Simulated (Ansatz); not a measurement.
Kohn–Sham single points on `O[Si]F`.

```yaml
crystal:
  periodic: [false, false, false]
  atoms:
    - {symbol: O, position_ang: [-0.572578, 0.755949, -0.187703]}
    - {symbol: Si, position_ang: [0.290991, 0.042491, 1.006305]}
    - {symbol: F, position_ang: [0.923996, -1.232256, 0.232598]}
    - {symbol: H, position_ang: [-0.586909, 0.373516, -1.071499]}
basis:
  gaussian: {orbitals: def2-TZVPP}
hamiltonian: {xc: {name: BLYP}, dispersion: d4}
output: {orbitals: {seedname: orbitals}}
```

```sh
$ ansatz run in.yaml --threads 2 --pin off --events-out ev --progress --plain --max-ram 32768MiB --backend cpu
```

Output, abridged:

```
Functional definition: BLYP
654 factors; their error is unknown
mean field evaluation 1: about -12653.5629 eV, gradient 7.5e1 eV
mean field evaluation 2: about -12588.7159 eV, gradient 1.8e2 eV
mean field evaluation 4: about -12661.3571 eV, gradient 2.4e1 eV
mean field evaluation 8: about -12662.1677 eV, gradient 1.5e-1 eV
mean field evaluation 16: about -12662.1504 eV, gradient 4.7e-5 eV
mean field -12662.15038320 eV, -465.3254438690 hartree, gradient 4.7e-5 eV, S^2 0.000000; 0 other end points of the search recorded, 0 dependent functions left out
reference -12662.15062105 eV, -465.3254526096 hartree; 16, 16 occupied and 102, 102 virtual orbitals, 654 factors
Total energy: -12662.27220880 eV, -465.3299208771 hartree
```

It took 0.7 s on 2 threads of a server CPU on a shared host, with 0.14 GiB of host memory at the peak.

Changing it to `hamiltonian: {xc: {name: B2PLYP}}` (abridged; 1.5 s):

```
Functional definition: B2PLYP
mean field evaluation 16: about -12651.3764 eV, gradient 2.4e-5 eV
mean field -12651.37637499 eV, -464.9295063701 hartree, gradient 3.8e-6 eV, S^2 0.000000
7 core orbitals not correlated: weight in the atoms' cores, before any rotation towards them, 1.000 or more for the frozen orbitals, at most 0.000 for the correlated occupied ones
second order -19.28902804 eV of doubles, -0.00000000 eV of singles
Total energy: -12656.58452511 eV, -465.1209023567 hartree
```

Changing it to `hamiltonian: {xc: {name: CAM-B3LYP}, dispersion: d4}` (abridged; 1 s):

```
Functional definition: CAM-B3LYP
mean field evaluation 16: about -12661.4834 eV, gradient 2.0e-5 eV
mean field -12661.48337766 eV, -465.3009318674 hartree, gradient 2.0e-5 eV, S^2 0.000000
Total energy: -12661.52694420 eV, -465.3025329080 hartree
```

The same input with `hamiltonian: {xc: lda}` (abridged; 0.5 s):

```
Functional definition: SPW92
mean field evaluation 16: about -12599.1715 eV, gradient 5.8e-5 eV
mean field -12599.17146596 eV, -463.0110113491 hartree, gradient 5.8e-5 eV, S^2 0.000000
Total energy: -12599.17149149 eV, -463.0110122872 hartree
```

Changing it to `hamiltonian: {xc: hse06, dispersion: d4}` (abridged; 1 s):

```
Functional definition: HSE06
mean field -12653.87968390 eV, -465.0215012755 hartree, gradient 2.0e-5 eV, S^2 0.000000
Total energy: -12653.91984127 eV, -465.0229770318 hartree
```

Changing it to `hamiltonian: {xc: {name: PBE-QIDH}}` (abridged; 1.6 s):

```
Functional definition: PBE-QIDH
mean field evaluation 16: about -12645.3419 eV, gradient 4.9e-6 eV
mean field -12645.34189716 eV, -464.7077434001 hartree, gradient 4.9e-6 eV, S^2 0.000000
7 core orbitals not correlated: weight in the atoms' cores, before any rotation towards them, 1.000 or more for the frozen orbitals, at most 0.000 for the correlated occupied ones
second order -17.94307371 eV of doubles, -0.00000000 eV of singles
Total energy: -12651.32292972 eV, -464.9275422925 hartree
```

HSE06 is the plane-wave form, built on full-range PBE exchange.
